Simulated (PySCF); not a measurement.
## Highest orbital energy against ionisation energy along group 14

Calculated with PySCF 2.14, no spin-orbit coupling. Each cell gives −ε(HOMO) / ΔSCF in eV; NIST values include spin-orbit coupling, (s) semi-empirical, (t) theoretical.

```csv
species,UHF,LDA,PBE,PBE0,r2SCAN,NIST (lowest levels)
"C (x2c-TZVPPall with one added diffuse shell each of s, p, d type, spin-free X2C)",11.943 / 10.798,6.119 / 11.681,6.092 / 11.535,7.646 / 11.510,6.566 / 11.664,11.260
"Si (x2c-TZVPPall with one added diffuse shell each of s, p, d type, spin-free X2C)",8.188 / 7.627,4.568 / 8.226,4.598 / 8.189,5.620 / 8.208,4.908 / 8.312,8.152
"Ge (x2c-TZVPPall with one added diffuse shell each of s, p, d type, spin-free X2C)",7.881 / 7.404,4.417 / 8.008,4.387 / 7.885,5.389 / 7.915,4.708 / 8.045,7.899
"Sn (x2c-TZVPPall with one added diffuse shell each of s, p, d, f type, spin-free X2C)",7.266 / 6.862,4.190 / 7.432,4.128 / 7.271,5.041 / 7.316,4.422 / 7.416,7.344
"Pb (x2c-TZVPPall with one added diffuse shell each of s, p, d, f type, spin-free X2C)",6.964 / 6.594,4.025 / 7.190,3.930 / 7.006,4.811 / 7.044,4.219 / 7.123,7.417
```

**Question.** How far is −ε(HOMO) from ΔSCF on average for each method, and why?

**Answer.** UHF 0.59 eV; LDA -3.84 eV; PBE -3.75 eV; PBE0 -2.70 eV; r2SCAN -3.55 eV. Hartree-Fock orbital energies lack relaxation and so exceed the ΔSCF value; semilocal functionals have convex E(N) from self-interaction, so their HOMO lies far too high; exact exchange moves hybrids part of the way back.
